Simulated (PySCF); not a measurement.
Rock-salt LiH: correlation energy from several methods in one and the same small orbital space (PySCF; 8 atoms at the zone centre, 8 electrons in 17 orbitals, empty ones MP2 natural orbitals of a DZ basis, lattice constant set to 4.0834 Å). It tests the methods against each other and lies far from the crystal's limit.

| method | E_corr (eV per atom) | share of full CI (%) | error (meV) |
|---|---|---|---|
| MP2 | -0.2163 | 69.4 | 95 |
| CCSD | -0.3102 | 99.6 | 1 |
| CCSD(T) | -0.3111 | 99.9 | 0 |
| CCSDT | -0.3115 | 100.0 | 0 |
| CCSDT(Q) | -0.3115 | 100.0 | 0 |
| CCSDTQ | -0.3116 | 100.0 | 0 |
| full CI | -0.3116 | 100.0 | 0 |

The Hartree–Fock determinant has a weight of 0.94 in the full CI state.

MP2, (T) and (Q) use filled levels shifted down by the Madelung term, which in so small a cell is a large part of the gap, so these rows hang on it.
